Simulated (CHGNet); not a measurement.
# Litharge SnO

Level of theory: the machine-learned potential CHGNet 0.3.0 (trained on PBE and PBE+U data).

Cell: relaxed at this level.

For litharge SnO, the lattice constant a is 3.842 Å and the lattice parameter c comes out as 5.464 Å.

Measured, for comparison: lattice constant a 3.801 Å, lattice parameter c 4.835 Å (temperature not stated, not corrected to a static lattice; as tabulated in Electronic properties of the Sn1−xPbxO alloy and band alignment of the SnO/PbO …). Computed (rounded) less measured: lattice constant a +1.1 %, lattice parameter c +13.0 %.

A machine-learned potential is trained on density-functional data: it inherits that level's misses and adds fitting errors of its own.

Note: the model's c/a of 1.42 is far from the 1.27 of the starting cell; this model's volume lies 15 % above that of the starting cell (a measured, published or database cell).
